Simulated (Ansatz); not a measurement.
A first, cheap relaxation of `ClC1=CC=C1`.

```yaml
crystal:
  periodic: [false, false, false]
  atoms:
    - {symbol: Cl, position_ang: [-1.485100, -0.661200, 2.083700]}
    - {symbol: C, position_ang: [-0.511900, -0.191900, 0.716900]}
    - {symbol: C, position_ang: [0.452100, 0.690100, 0.477100]}
    - {symbol: C, position_ang: [0.668200, 0.230700, -0.859200]}
    - {symbol: C, position_ang: [-0.398300, -0.665800, -0.645500]}
    - {symbol: H, position_ang: [0.997000, 1.458100, 1.076200]}
    - {symbol: H, position_ang: [1.252200, 0.481100, -1.695100]}
    - {symbol: H, position_ang: [-0.882100, -1.398100, -1.209600]}
basis:
  gaussian: {orbitals: def2-SVP}
hamiltonian: {xc: pbe, dispersion: d4}
relax: {f_tol: 0.03, max_steps: 200}
```

```sh
$ ansatz run in.yaml --threads 4 --pin off --events-out ev --progress --plain
```

It prints (some lines left out):

```
Functional definition: PBE
mean field -16697.12506426 eV, -613.6080283936 hartree, gradient 5.1e-5 eV, S^2 0.000000; 1 other end points of the search recorded, 0 dependent functions left out
relax step   1: F+E_penalty+E_count = -16697.29798897 eV  Δ(F+E_penalty+E_count) = +0.000e0 eV  max|allowed force component| = 5.508e0 eV/Å  Δτ_max = 0.0000 Å  (68 SCF iters, accepted)
mean field -16697.90780721 eV, -613.6367936666 hartree, gradient 2.2e-5 eV, S^2 0.000000; 1 other end points of the search recorded, 0 dependent functions left out
relax step   2: F+E_penalty+E_count = -16698.08814632 eV  Δ(F+E_penalty+E_count) = -7.902e-1 eV  max|allowed force component| = 1.967e0 eV/Å  Δτ_max = 0.0982 Å  (56 SCF iters, accepted)
mean field -16697.95424572 eV, -613.6385002504 hartree, gradient 1.4e-5 eV, S^2 0.000000; 0 other end points of the search recorded, 0 dependent functions left out
relax step   3: F+E_penalty+E_count = -16698.13700810 eV  Δ(F+E_penalty+E_count) = -4.886e-2 eV  max|allowed force component| = 1.012e0 eV/Å  Δτ_max = 0.1654 Å  (37 SCF iters, accepted)
mean field -16698.02247383 eV, -613.6410075872 hartree, gradient 1.2e-5 eV, S^2 0.000000; 0 other end points of the search recorded, 0 dependent functions left out
relax step   4: F+E_penalty+E_count = -16698.20459661 eV  Δ(F+E_penalty+E_count) = -6.759e-2 eV  max|allowed force component| = 1.112e0 eV/Å  Δτ_max = 0.1995 Å  (37 SCF iters, accepted)
mean field -16698.06358547 eV, -613.6425184119 hartree, gradient 8.2e-6 eV, S^2 0.000000; 0 other end points of the search recorded, 0 dependent functions left out
relax step   5: F+E_penalty+E_count = -16698.24626319 eV  Δ(F+E_penalty+E_count) = -4.167e-2 eV  max|allowed force component| = 2.923e-1 eV/Å  Δτ_max = 0.0766 Å  (33 SCF iters, accepted)
mean field -16698.06829113 eV, -613.6426913419 hartree, gradient 1.3e-5 eV, S^2 0.000000; 0 other end points of the search recorded, 0 dependent functions left out
relax step   6: F+E_penalty+E_count = -16698.25110363 eV  Δ(F+E_penalty+E_count) = -4.840e-3 eV  max|allowed force component| = 1.040e-1 eV/Å  Δτ_max = 0.0158 Å  (32 SCF iters, accepted)
mean field -16698.06902129 eV, -613.6427181746 hartree, gradient 8.7e-6 eV, S^2 0.000000; 0 other end points of the search recorded, 0 dependent functions left out
relax step   7: F+E_penalty+E_count = -16698.25182776 eV  Δ(F+E_penalty+E_count) = -7.241e-4 eV  max|allowed force component| = 8.161e-2 eV/Å  Δτ_max = 0.0125 Å  (34 SCF iters, accepted)
mean field -16698.06933886 eV, -613.6427298452 hartree, gradient 8.3e-6 eV, S^2 0.000000; 0 other end points of the search recorded, 0 dependent functions left out
relax step   8: F+E_penalty+E_count = -16698.25219561 eV  Δ(F+E_penalty+E_count) = -3.679e-4 eV  max|allowed force component| = 1.267e-2 eV/Å  Δτ_max = 0.0058 Å  (33 SCF iters, accepted)
mean field -16698.06933886 eV, -613.6427298452 hartree, gradient 8.4e-6 eV, S^2 0.000000; 1 other end points of the search recorded, 0 dependent functions left out
Total energy: -16698.25222334 eV, -613.6494507257 hartree
Atom 0 at    -1.491168    -0.616729     2.082670 Å, force     0.004365     0.003479    -0.012666 eV/Å
Atom 1 at    -0.488462    -0.169002     0.775915 Å, force    -0.001285    -0.006419     0.011330 eV/Å
Atom 2 at     0.495696     0.731220     0.575894 Å, force     0.005545     0.004444     0.000491 eV/Å
Atom 3 at     0.602939     0.198350    -0.904478 Å, force    -0.009154    -0.003136     0.000712 eV/Å
Atom 4 at    -0.378481    -0.700683    -0.707939 Å, force     0.003482     0.002628    -0.010943 eV/Å
Atom 5 at     1.004004     1.495723     1.173745 Å, force    -0.003152    -0.000315     0.004206 eV/Å
Atom 6 at     1.241596     0.473185    -1.755403 Å, force     0.002041    -0.000597    -0.001893 eV/Å
Atom 7 at    -0.894026    -1.469065    -1.295905 Å, force    -0.001842    -0.000083     0.008764 eV/Å
Dipole moment:     0.106350     0.038541    -0.157458 e Å
```

Run time 6 s (4 threads of a server CPU on a shared host); peak host memory 0.19 GiB.
